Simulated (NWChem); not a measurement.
# Basis-set convergence for CH$_{6}$Si

SMILES: [SiH3]C
```xyz
8

Si     0.0361    -0.6342     0.0000
C     -0.0709     1.2439     0.0000
H      0.7649    -1.1226     1.2121
H      0.7649    -1.1226    -1.2121
H     -1.3311    -1.2421     0.0000
H     -0.6067     1.6049     0.8910
H     -0.6067     1.6049    -0.8910
H      0.9341     1.6927     0.0000
```
Charge 0, spin multiplicity 1.

All runs are NWChem calculations. All single points use one geometry, from PBE0/def2-SVP, a minimum by its harmonic frequencies.

Quantity: LUMO energy at the level B3LYP.

B3LYP has NWChem's definition, with VWN1-RPA local correlation. The Pople sets run with spherical d functions. The structure started from a generated list of species.

```csv
basis,functions,LUMO energy (eV)
3-21G,34,1.53
6-31+G*,52,-0.20
cc-pVDZ,62,1.03
aug-cc-pVDZ,104,-0.36
def2-TZVP,104,0.40
def2-TZVPD,134,-0.08
pcseg-2,148,0.09
cc-pVTZ,148,0.50
def2-TZVPP,157,0.40
aug-cc-pVTZ,234,-0.38
```

Smallest basis within 0.2 eV of aug-cc-pVTZ, the largest set run: 6-31+G*, with 52 functions against 234 and about 1 % of the time (also within reach: aug-cc-pVDZ). aug-cc-pVTZ isn't the basis-set limit itself, and a small set can land close by cancellation.
